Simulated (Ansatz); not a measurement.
# CH₃FO, SMILES OCF: the interaction energy of a dimer with the counterpoise correction

With Ansatz's Python interface.

Typed at the interpreter:
```pycon
>>> import ansatz as az
>>> FIRST = [
...     ("O", (-0.538, -0.8494, -0.4838)),
...     ("C", (0.3046, 0.017, 0.2098)),
...     ("F", (-0.229, 1.2731, 0.0936)),
...     ("H", (-1.1857, -0.1674, -0.8163)),
...     ("H", (1.3013, -0.0183, -0.2644)),
...     ("H", (0.3469, -0.2548, 1.2612)),
... ]
>>> SECOND = [
...     ("O", (0.6806, 0.988, -3.8881)),
...     ("C", (0.7952, 0.6804, -2.5338)),
...     ("F", (2.0556, 1.0491, -2.1446)),
...     ("H", (1.6071, 1.3314, -4.0254)),
...     ("H", (0.6641, -0.4097, -2.4157)),
...     ("H", (0.0665, 1.2407, -1.954)),
... ]
>>> def energy(atoms, ghosts=()):
...     molecule = az.Crystal.molecule()
...     for symbol, xyz in atoms:
...         molecule = molecule.atom(symbol, xyz)
...     calc = (
...         molecule.calculation()
...         .basis(gaussian="def2-SVPD")
...         .functional("pbe0")
...     )
...     deck = calc.input()
...     if ghosts:
...         deck = deck.set(az.key.basis.gaussian.ghost_atoms, [{"symbol": s, "position_ang": list(xyz)} for s, xyz in ghosts])
...     return az.Session.from_dict(deck).plan().execute().report["free_energy_ev"]
...
>>> both = energy(FIRST + SECOND)
>>> alone = energy(FIRST) + energy(SECOND)
>>> ghosted = energy(FIRST, SECOND) + energy(SECOND, FIRST)
>>> print(f"dimer {both:.6f} eV")
dimer -11678.580031 eV
>>> print(f"interaction, uncorrected   {23.060548 * (both - alone):8.3f} kcal/mol")
interaction, uncorrected      4.671 kcal/mol
>>> print(f"interaction, counterpoise  {23.060548 * (both - ghosted):8.3f} kcal/mol")
interaction, counterpoise     5.930 kcal/mol
>>> print(f"basis-set superposition    {23.060548 * (alone - ghosted):8.3f} kcal/mol")
basis-set superposition       1.259 kcal/mol
```

Uncorrected it is 4.671 kcal/mol, with the counterpoise correction 5.930 kcal/mol; the difference, 1.259 kcal/mol, is the superposition error. In this basis both values are repulsive.

Total energies depend on the basis set; only differences at equal settings carry meaning. The dimer is a generated trial pose of unrelaxed monomers, not a minimum, so the figure is no binding energy, and the basis set is small. This level lacks the dispersion part of the attraction (electrostatics and induction are there), which can decide the sign where the interaction is weak. Finished in 19 s on 1 thread of Arm Neoverse V1 (shared host), peak memory 0.39 GiB.
